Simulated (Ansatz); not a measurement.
Process, species as SMILES: NC=O + 3 [H][H] (H2) → C (CH4) + N (NH3) + O (H2O)
B3LYP-D3(BJ)/def2-TZVP geometries, fixed; electronic energies without zero-point terms.

Core correlation in the energy of full hydrogenation at CCSD(T) with Ansatz (a first-principles code), in kcal/mol: frozen core against all electrons. Core-valence sets carry the plain set on hydrogen. Species with rotatable bonds are taken in one conformer. Costs are rough ratios of core time on shared machines of one kind.

```tsv
basis	functions, most	frozen core
cc-pVDZ	57	-47.12
cc-pCVDZ	69	-47.20
cc-pVTZ	132	-53.12
cc-pCVTZ	171	-52.80
cc-pwCVTZ	171	-52.62
cc-pVQZ	255	-54.38
```

How large is the core term in each set?

The largest core-valence set, cc-pwCVTZ, gives a core term of -0.12 kcal/mol; the valence set cc-pVQZ, which lacks functions for the core, gives -0.88. By row: cc-pVDZ -0.36, cc-pCVDZ -0.23, cc-pVTZ -0.92, cc-pCVTZ -0.10, cc-pwCVTZ -0.12, cc-pVQZ -0.88.
